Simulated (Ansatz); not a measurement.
A made-up structure of CH₅AlN, doublet:

N1  (-0.777, 0.175, -0.191)
C2  (0.168, -0.805, 1.310)
Al3  (0.698, 0.504, -0.055)
H4  (-1.387, 0.970, -0.067)
H5  (-1.013, -0.289, -1.057)
H6  (0.893, 1.980, 0.249)
H7  (1.460, 0.119, -1.313)
H8  (0.209, -1.820, 1.008)
(Å)

It is relaxed with PBE-D4/def2-SVP and then PBE0-D4/def2-TZVP (Ansatz 0.2.0). Atoms count as bonded within 1.22 times the sum of their covalent radii (H–H: 0.88 Å). The end point is not checked to be a true minimum.

Does its bonding change? (Judge from chemistry; the calculation decides.)

By the calculation: Yes. Formed: N1–C2; broken: none.

Where it ends: The first stage lowers the energy by 4.46 eV in 10 steps. It ends as CH₅AlN ([CH]1[NH2][AlH2]1):
N1  (-0.835, 0.006, -0.218)
C2  (0.087, -0.681, 0.719)
Al3  (1.088, 0.677, -0.178)
H4  (-1.607, 0.492, 0.229)
H5  (-1.207, -0.586, -0.955)
H6  (1.185, 2.117, 0.484)
H7  (1.860, 0.299, -1.514)
H8  (-0.319, -1.491, 1.318)
(Å)

Labels in which every atom is bracketed show which atoms are joined, not bond orders.

For scale, one of the runs: PBE0-D4/def2-TZVP relaxation, 129 basis functions, launched by `ansatz run in.yaml --threads 2 --pin off --events-out ev --progress --plain --max-ram 4352MiB`. The run took about 52 s on 2 CPU threads of an Arm Neoverse V1 (shared host).
